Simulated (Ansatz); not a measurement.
# SiHSO radical: an energy map over bond length O1–Si2 and bond length Si2–S3

Program: Ansatz 0.2.0. Level of theory: UKS PBE0-D4/def2-TZVP. These are calculated values, not measurements.

## Step 1: Starting geometry

SMILES `O=[SiH][S]`, 4 atoms, charge 0, spin multiplicity 2.

Atoms are counted from 1 here; the program's logs count them from 0.

Bond lengths: O1–Si2 1.580 Å, Si2–S3 2.044 Å, Si2–H4 1.499 Å. Angles: O1–Si2–S3 115.3°, O1–Si2–H4 123.5°, S3–Si2–H4 121.2°.

As a file:

```
atom    x (Å)    y (Å)    z (Å)
  O1  -1.1476  -0.2578   1.1101
 Si2  -0.1283   0.0612  -0.0546
  S3   1.7831  -0.5949   0.2517
  H4  -0.5072   0.7915  -1.3071
```

## Step 3: Setting up the map

First coordinate, bond length O1–Si2: 7 values from 1.245 to 2.278 Å. Second coordinate, bond length Si2–S3: 7 values from 1.824 to 2.591 Å.

Nothing else is relaxed (all other coordinates rigid). Energies count from the relaxed molecule at the same level.

(The set-up runs are not shown.)

## Step 4: The run at bond length O1–Si2 = 1.589 Å, bond length Si2–S3 = 2.080 Å

Contents of input.yaml:

```yaml
crystal:
  periodic: [false, false, false]
  atoms:
    - { symbol: O, position_ang: [-1.20433, -0.237234, 1.098861] }
    - { symbol: Si, position_ang: [-0.134015, 0.054697, -0.038734] }
    - { symbol: S, position_ang: [1.853075, -0.541798, 0.109817] }
    - { symbol: H, position_ang: [-0.365592, 0.761174, -1.320834] }
magnetization:
  spin_polarized: true
  initial_magnetization: 1
basis:
  gaussian: { orbitals: def2-TZVP }
hamiltonian:
  xc: pbe0
  dispersion: d4
output:
  forces: true
```

Started as:

```bash
> ansatz run input.yaml --threads 1 --pin off --max-ram 2560MiB --backend cpu --events-out ev --progress --plain --runs-dir out
```

**Question.** How long does this run take on 1 thread of Arm Neoverse N1, shared host, and how much memory does it need?

About 23 s, with a peak of 0.32 GiB.
